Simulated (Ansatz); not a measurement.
# CH₇AlSi: basis-set convergence

The task here is to estimate one member of a computed series from the others.

The runs use Ansatz 0.2.0, Gaussian basis; one geometry, several basis sets.

The runs, in order: PBE0-D4/def2-SVP; ωB97M-V/def2-SVP; PBE0-D4/def2-QZVPP; ωB97M-V/def2-QZVPP; the functionals' def2-TZVPP values are taken from earlier runs.

### Structure used throughout

All runs share one geometry, relaxed beforehand with PBE0-D4 in a triple-zeta def2 set.

SMILES `[AlH2][CH2][SiH3]`, 10 atoms, charge 0, spin multiplicity 1.

Atoms are counted from 1 here; the program's logs count them from 0.

Bond lengths: Al1–C2 1.948 Å, Al1–H4 1.587 Å, Al1–H5 1.587 Å, C2–Si3 1.866 Å, C2–H6 1.096 Å, C2–H7 1.096 Å, Si3–H8 1.490 Å, Si3–H9 1.490 Å, Si3–H10 1.489 Å. Angles: C2–Al1–H4 119.9°, C2–Al1–H5 119.9°, H4–Al1–H5 120.3°, Al1–C2–Si3 113.8°, Al1–C2–H6 109.6°, Al1–C2–H7 109.7°, Si3–C2–H6 107.7°, Si3–C2–H7 107.7°, H6–C2–H7 108.2°, C2–Si3–H8 110.3°, C2–Si3–H9 110.3°, C2–Si3–H10 112.7°, H8–Si3–H9 107.4°, H8–Si3–H10 107.9°, H9–Si3–H10 107.9°.

The first run:

Input file in.yaml:

```yaml
crystal:
  periodic: [false, false, false]
  atoms:
    - {symbol: Al, position_ang: [-1.415002, 0.743563, -0.797575]}
    - {symbol: C, position_ang: [0.370920, -0.029252, -0.702709]}
    - {symbol: Si, position_ang: [0.872371, -0.557186, 1.015802]}
    - {symbol: H, position_ang: [-2.669285, -0.194132, -1.057240]}
    - {symbol: H, position_ang: [-1.611835, 2.306245, -0.599579]}
    - {symbol: H, position_ang: [0.425600, -0.911184, -1.350980]}
    - {symbol: H, position_ang: [1.107934, 0.701421, -1.054786]}
    - {symbol: H, position_ang: [-0.080676, -1.573441, 1.544325]}
    - {symbol: H, position_ang: [0.843650, 0.607636, 1.944649]}
    - {symbol: H, position_ang: [2.239424, -1.144870, 1.061094]}
basis:
  gaussian: {orbitals: def2-SVP}
hamiltonian: {xc: pbe0, dispersion: d4}
output: {orbitals: {seedname: orbitals}}
```

The run is started by

```sh
$ ansatz run in.yaml --threads 2 --pin off --events-out ev --progress --plain --max-ram 4352MiB
```

Among the steps run: PBE0-D4 in def2-SVP; ωB97M-V in def2-SVP; PBE0-D4 in def2-QZVPP; ωB97M-V in def2-QZVPP.

One table of the session follows, with a row left open; its other results are not shown here.

It belongs to the step «Functionals by basis». 

```
functional       basis  HOMO (eV)  LUMO (eV)
   PBE0-D4    def2-SVP      -8.08      -1.46
   PBE0-D4  def2-TZVPP      -8.08      -1.49
   PBE0-D4  def2-QZVPP          ?          ?
   ωB97M-V    def2-SVP     -10.23       0.22
   ωB97M-V  def2-TZVPP     -10.26       0.10
   ωB97M-V  def2-QZVPP     -10.26      -0.07
```

**Question.** Estimate the row for PBE0-D4, def2-QZVPP.

As computed: HOMO (eV): -8.08; LUMO (eV): -1.51.
